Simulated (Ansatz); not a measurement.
Basis-set extrapolation for `O=c1cc1` (PBE0-D4/def2-TZVP geometry, frozen core, Ansatz 0.2.0). Multiplicity 1, RHF reference.

|  | def2-TZVPP | def2-QZVPP |
| --- | --- | --- |
| HF | -189.610510 | -189.618663 |
| MP2 correlation | -0.677459 | -0.725370 |
| CCSD(T) correlation | -0.721404 | -0.764934 |

Energies in hartree. Use E(X) = E(∞) + A·exp(−7.88·√X) for Hartree–Fock and E(X) = E(∞) + B·X^(−2.97) for correlation, with X = 3 and 4.

Task: What is the CCSD(T) energy at the basis-set limit?

Result: HF limit: -189.618663 + (-0.008153) × 0.13774 = -189.61979. Correlation limit: -0.764934 + (-0.043530) × 0.74074 = -0.79718. Total: -190.41697 hartree, 53.4 kcal/mol below CCSD(T)/def2-TZVPP.
